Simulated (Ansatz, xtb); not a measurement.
Molecule: CHO, charge 0, multiplicity 2. It need not be the lowest isomer of its formula. 
Geometry from a B3LYP-D3(BJ)/def2-TZVP (Ansatz, a quantum-chemistry and plane-wave program) optimisation:
SMILES: O=[CH]
```xyz
3

C      0.0497     0.5837    -0.0011
O      0.0741    -0.5878    -0.0009
H     -0.8911     1.2003     0.0145
```
Charge 0, spin multiplicity 2.

Harmonic wavenumbers from GFN2-xTB (xtb, at its own minimum), cm⁻¹: 1046, 1947, 2752.

Problem. Give the harmonic wavenumbers at B3LYP-D3(BJ)/def2-TZVP (Ansatz, finite differences of forces, unscaled).

Solution. 1108, 1935, 2643 cm⁻¹. Zero-point energy 8.1 kcal/mol.

Problem. From these and the geometry, give the ideal-gas thermochemistry at 298.15 K and 1 atm (rigid rotor, harmonic oscillator).

Solution. Point group Cs, rotational symmetry number 1. Rotational constants 718, 45.07, 42.41 GHz. S(trans) 36.03, S(rot) 16.11, S(vib) 0.06, S(elec, spin only) 1.38, S 53.6 cal/(mol K). H(298) - H(0) 2.39 kcal/mol; G - E(el) -5.5 kcal/mol.
